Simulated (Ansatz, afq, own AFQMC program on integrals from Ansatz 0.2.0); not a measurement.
Where AFQMC and coupled cluster stand for HBr, singlet

```xyz
2

Br    0.0000    0.0000    0.0000
H     0.0000    0.0000    1.1150
```

Basis cc-pVDZ. Noble-gas cores (and the filled d shells of Ga–Kr and In–Xe) are frozen. AFQMC by an in-house program on the Cholesky factors that Ansatz 0.2.0 writes for its CCSD(T) run. The CISD trial takes its coefficients from CCSD amplitudes. Released means that phaseless walkers are propagated on without the constraint, phases kept. Error bars are statistical, one sigma. No spin–orbit coupling.

Determinant: RHF, the one that the program's search chose, which needn't be the lowest solution. The geometry is a point of a scan.

Full CI on the same integrals is exact in this basis and with this determinant's frozen core.

Cautions: no relativity below Rb; no spin-orbit coupling; inner d shell frozen.

```
T1 diagnostic                               : 0.0044
weight of the determinant in the CISD state : 0.943
size of the correlated space                : 8 electrons in 18 orbitals
```

Reference: full CI, correlation energy -3.813 eV. The released energy is read at 2.40 1/Eh (meV from the phaseless value at times in 1/Eh: -1.0 ± 0.8 at 0.24, -1.5 ± 0.7 at 0.51, -2.5 ± 0.6 at 0.99, -1.3 ± 0.5 at 1.62, -2.2 ± 0.8 at 2.40).

| level | E − E(reference) (meV) | share of correlation (%) |
| --- | --- | --- |
| HF | 3812.6 | 0.00 |
| MP2 | 451.9 | 88.15 |
| CCSD | 59.4 | 98.44 |
| CCSD(T) | 10.3 | 99.73 |
| CCSDT | 5.5 | 99.86 |
| CCSDT(Q) | 0.5 | 99.99 |
| CCSDTQ | 0.2 | 100.00 |
| ph-AFQMC/CISD | 1.0 ± 1.0 | 99.97 |
| released AFQMC | -1.2 ± 0.8 | 100.03 |

CCSDT and higher add their correlation energy to the determinant of the CCSD(T) run, since their own runs factorise the integrals more tightly (a shift of under 2 meV). A walk keeps the symmetry of its determinant, which the program's search chose and which needn't be the lowest solution, so a lower state of the same spin and another symmetry isn't excluded. Released energies are given only where the last usable release times agree within the noise; a slower fall can still hide under it.
